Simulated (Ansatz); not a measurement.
Born–Oppenheimer molecular dynamics of C₂H₇O (10 atoms, charge 0, multiplicity 2). It starts from a rough guess of a transition structure, not a stationary point.

The calculation used UKS PBE-D4/6-31G* (Ansatz 0.2.0).

```yaml
ensemble: NVE (velocity Verlet)
time_step: 0.5 fs
steps_asked: 150
starting_velocities_drawn_for: 1000 K
seed: 331124
```

Frames 1 fs apart, positions in Å, forces in eV/Å.

Velocities at 50.0 fs (Å/ps):

```
H -3.49 1.36 -44.85
C -3.28 4.62 2.92
O -3.18 -6.23 -0.64
C 1.68 -2.62 -5.04
H 52.54 30.36 -1.85
H -8.75 33.25 -7.55
H 42.82 -3.97 30.18
H -14.96 21.59 8.69
H 9.01 3.89 38.09
H -7.70 -11.36 12.63
```

```xyz
10
Properties=species:S:1:pos:R:3:forces:R:3 time_fs=50.0 energy_less_start_eV=0.304 T=710
H -0.031 0.011 -0.752 -0.36 -1.64 -0.43
C 0.815 1.697 -0.244 1.02 -1.02 -0.61
O -0.307 -0.994 -0.871 0.84 2.12 0.16
C -0.710 -1.396 0.398 -0.70 -1.37 1.30
H 0.162 1.697 0.678 0.54 0.28 -1.10
H 1.846 1.127 -0.157 -2.01 1.27 -0.23
H 0.497 2.096 -1.288 0.43 -0.51 1.95
H -1.555 -0.851 0.854 -0.92 0.04 -0.64
H -0.937 -2.501 0.350 -0.12 0.83 -0.04
H -0.046 -1.298 1.278 1.28 -0.01 -0.36
10
Properties=species:S:1:pos:R:3:forces:R:3 time_fs=51.0 energy_less_start_eV=0.159 T=848
H -0.036 0.004 -0.798 -0.38 -1.56 -0.11
C 0.812 1.701 -0.242 1.74 -1.17 -0.60
O -0.310 -0.999 -0.872 0.85 1.79 -0.15
C -0.708 -1.399 0.394 -1.11 -0.44 2.12
H 0.216 1.729 0.672 -0.24 0.31 -0.20
H 1.828 1.166 -0.165 -1.42 0.86 -0.10
H 0.542 2.091 -1.249 -0.11 0.00 0.87
H -1.573 -0.830 0.860 -0.23 -0.42 -0.92
H -0.929 -2.494 0.388 -0.26 0.48 -0.33
H -0.048 -1.309 1.288 1.15 0.14 -0.58
10
Properties=species:S:1:pos:R:3:forces:R:3 time_fs=52.0 energy_less_start_eV=0.161 T=845
H -0.045 -0.017 -0.846 -0.29 -1.09 0.21
C 0.811 1.705 -0.239 2.01 -1.31 -0.20
O -0.312 -1.004 -0.872 0.72 1.03 -0.44
C -0.708 -1.402 0.391 -1.26 0.53 2.69
H 0.268 1.764 0.664 -1.04 0.41 0.89
H 1.797 1.213 -0.174 -0.24 0.15 0.08
H 0.585 2.085 -1.203 -0.74 0.75 -0.81
H -1.594 -0.813 0.856 0.34 -0.76 -1.04
H -0.923 -2.482 0.422 -0.40 0.00 -0.57
H -0.038 -1.319 1.294 0.91 0.29 -0.79
10
Properties=species:S:1:pos:R:3:forces:R:3 time_fs=53.0 energy_less_start_eV=0.344 T=671
H -0.056 -0.048 -0.891 -0.10 -0.17 0.45
C 0.811 1.707 -0.237 1.33 -1.29 0.56
O -0.315 -1.008 -0.873 0.45 -0.18 -0.65
C -0.708 -1.405 0.390 -1.18 1.36 2.92
H 0.310 1.802 0.664 -1.52 0.54 1.62
H 1.764 1.261 -0.183 1.46 -0.76 0.27
H 0.621 2.086 -1.164 -1.27 1.53 -2.51
H -1.611 -0.803 0.843 0.71 -0.94 -1.00
H -0.921 -2.470 0.451 -0.51 -0.48 -0.75
H -0.020 -1.326 1.291 0.63 0.41 -0.93
10
Properties=species:S:1:pos:R:3:forces:R:3 time_fs=54.0 energy_less_start_eV=0.492 T=532
H -0.069 -0.081 -0.933 0.17 1.01 0.58
C 0.812 1.708 -0.235 -0.12 -0.87 1.04
O -0.316 -1.012 -0.875 0.10 -1.64 -0.72
C -0.710 -1.407 0.392 -0.94 1.85 2.81
H 0.338 1.846 0.679 -1.43 0.57 1.47
H 1.745 1.302 -0.189 3.00 -1.51 0.42
H 0.645 2.102 -1.149 -1.45 1.82 -2.99
H -1.623 -0.801 0.820 0.87 -0.95 -0.81
H -0.924 -2.462 0.473 -0.55 -0.78 -0.85
H 0.004 -1.329 1.280 0.34 0.49 -0.95
10
Properties=species:S:1:pos:R:3:forces:R:3 time_fs=55.0 energy_less_start_eV=0.395 T=624
H -0.080 -0.105 -0.969 0.34 1.86 0.62
C 0.813 1.709 -0.232 -1.02 -0.16 0.74
O -0.318 -1.017 -0.876 -0.15 -2.71 -0.72
C -0.712 -1.408 0.396 -0.59 1.87 2.40
H 0.352 1.895 0.708 -0.92 0.43 0.57
H 1.753 1.329 -0.191 3.18 -1.59 0.46
H 0.656 2.135 -1.161 -1.23 1.34 -1.82
H -1.625 -0.809 0.789 0.79 -0.78 -0.49
H -0.932 -2.462 0.487 -0.49 -0.77 -0.89
H 0.031 -1.328 1.259 0.09 0.51 -0.85
10
Properties=species:S:1:pos:R:3:forces:R:3 time_fs=56.0 energy_less_start_eV=0.183 T=824
H -0.088 -0.111 -0.999 0.27 1.75 0.70
C 0.813 1.709 -0.228 -0.62 0.43 0.11
O -0.320 -1.023 -0.879 -0.14 -2.74 -0.80
C -0.715 -1.407 0.402 -0.11 1.38 1.74
H 0.358 1.949 0.742 -0.32 0.13 -0.52
H 1.792 1.341 -0.189 1.78 -1.01 0.38
H 0.654 2.180 -1.191 -0.84 0.45 -0.04
H -1.621 -0.824 0.754 0.43 -0.43 -0.07
H -0.944 -2.469 0.492 -0.33 -0.46 -0.87
H 0.059 -1.322 1.231 -0.12 0.49 -0.63
10
Properties=species:S:1:pos:R:3:forces:R:3 time_fs=57.0 energy_less_start_eV=0.133 T=872
H -0.093 -0.101 -1.022 0.01 0.79 0.87
C 0.813 1.710 -0.224 0.39 0.84 -0.34
O -0.321 -1.032 -0.881 0.07 -1.83 -1.01
C -0.717 -1.405 0.409 0.50 0.55 0.92
H 0.361 2.003 0.772 0.15 -0.20 -1.35
H 1.847 1.344 -0.183 -0.10 -0.30 0.25
H 0.645 2.230 -1.221 -0.46 -0.36 1.35
H -1.612 -0.843 0.719 -0.18 0.09 0.41
H -0.960 -2.480 0.489 -0.11 -0.01 -0.79
H 0.086 -1.311 1.197 -0.27 0.43 -0.32
10
Properties=species:S:1:pos:R:3:forces:R:3 time_fs=58.0 energy_less_start_eV=0.292 T=722
H -0.099 -0.083 -1.037 -0.26 -0.31 1.05
C 0.814 1.711 -0.220 1.22 1.16 -0.54
O -0.323 -1.041 -0.885 0.30 -0.71 -1.23
C -0.720 -1.402 0.417 1.09 -0.34 0.02
H 0.365 2.056 0.788 0.43 -0.49 -1.79
H 1.901 1.344 -0.175 -1.52 0.21 0.13
H 0.632 2.276 -1.238 -0.15 -0.93 2.10
H -1.605 -0.861 0.687 -0.87 0.65 0.85
H -0.977 -2.491 0.479 0.12 0.42 -0.64
H 0.111 -1.296 1.159 -0.36 0.34 0.05
10
Properties=species:S:1:pos:R:3:forces:R:3 time_fs=59.0 energy_less_start_eV=0.479 T=543
H -0.106 -0.069 -1.042 -0.41 -1.08 1.13
C 0.815 1.713 -0.217 1.67 1.41 -0.62
O -0.325 -1.051 -0.889 0.41 0.15 -1.34
C -0.721 -1.400 0.425 1.36 -0.96 -0.79
H 0.373 2.103 0.788 0.53 -0.71 -1.85
H 1.941 1.345 -0.165 -2.32 0.48 0.03
H 0.617 2.314 -1.236 0.08 -1.26 2.32
H -1.607 -0.873 0.663 -1.27 0.99 1.13
H -0.993 -2.499 0.462 0.32 0.72 -0.44
H 0.132 -1.277 1.123 -0.38 0.25 0.43
10
Properties=species:S:1:pos:R:3:forces:R:3 time_fs=60.0 energy_less_start_eV=0.515 T=509
H -0.118 -0.064 -1.036 -0.43 -1.41 1.06
C 0.817 1.717 -0.214 1.85 1.53 -0.63
O -0.326 -1.060 -0.893 0.40 0.61 -1.27
C -0.722 -1.398 0.433 1.06 -1.08 -1.39
H 0.386 2.145 0.770 0.48 -0.81 -1.55
H 1.959 1.351 -0.155 -2.60 0.56 -0.06
H 0.602 2.340 -1.212 0.22 -1.38 2.12
H -1.620 -0.876 0.650 -1.08 0.96 1.17
H -1.005 -2.499 0.441 0.46 0.83 -0.20
H 0.149 -1.257 1.090 -0.36 0.16 0.75
10
Properties=species:S:1:pos:R:3:forces:R:3 time_fs=61.0 energy_less_start_eV=0.381 T=637
H -0.133 -0.073 -1.020 -0.35 -1.29 0.86
C 0.821 1.722 -0.212 1.83 1.44 -0.57
O -0.327 -1.070 -0.899 0.27 0.68 -1.04
C -0.721 -1.398 0.439 0.34 -0.72 -1.78
H 0.404 2.178 0.738 0.27 -0.76 -0.89
H 1.953 1.362 -0.146 -2.41 0.48 -0.12
H 0.590 2.353 -1.167 0.26 -1.26 1.48
H -1.643 -0.870 0.648 -0.37 0.62 1.04
H -1.014 -2.492 0.418 0.53 0.73 0.05
H 0.163 -1.235 1.064 -0.36 0.06 0.97
```

Of the whole run (75 fs, mean temperature of the second half 648 K): The conserved energy stayed within 0.9 meV per atom of its start (net change 0.29 meV per atom), so the integration is sound. A run of 0.075 ps of so small a system gives no equilibrium averages.

Time of the run: 12 min on 1 CPU thread of a shared host.
